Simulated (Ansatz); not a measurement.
# BSi₂ (quartet): from Hartree-Fock to the top rungs, def2-TZVPP

The task here is to estimate one member of a computed series from the others.

Computed with Ansatz 0.2.0, Gaussian basis. Level: def2-TZVPP, core rule «outside noble gas», up to 11 orbitals frozen.

The runs, in order: UHF; ROHF; CCSD(T) on UHF.

2 further runs of the same task are left out: 2 set aside as unsound or not needed.

**The system**

The geometry is a PBE0/def2-TZVP stationary point (not a proven minimum) of the parent state, kept for this charge and spin.

3 atoms, charge 0, spin multiplicity 4.

Atoms are counted from 1 here; the program's logs count them from 0.

Bond lengths: Si1–B2 1.872 Å, B2–Si3 1.872 Å. Angles: Si1–B2–Si3 180.0°.

Set-up of the first run:

File in.yaml:

```yaml
crystal:
  periodic: [false, false, false]
  atoms:
    - {symbol: Si, position_ang: [0.000000, 0.000000, 1.872200]}
    - {symbol: B, position_ang: [0.000000, 0.000000, 0.000000]}
    - {symbol: Si, position_ang: [0.000000, 0.000000, -1.872200]}
basis:
  gaussian: {orbitals: def2-TZVPP}
magnetization: {spin_polarized: true, initial_magnetization: 3}
hamiltonian: {xc: hf}
output: {orbitals: {seedname: orbitals}}
```

Run with:

```console
$ ansatz run in.yaml --threads 1 --pin off --events-out ev --progress --plain --max-ram 4096MiB --backend cpu
```

Among the steps run: UHF; ROHF; CCSD(T) on UHF.

One of the session's tables, all rows but one given; the rest of the session is left out.

It belongs to the step «Misses and costs». 

```
  method  from UCCSD(T) (meV)
    ROHF                    ?
     UHF              +7483.1
    UMP2              +1598.0
   UCCSD               +383.8
UCCSD(T)                    0
```

Q: Estimate the row for ROHF from the others.

**Answer.** from UCCSD(T) (meV): +7715.4. In the column «from UCCSD(T) (meV)» it is the highest.
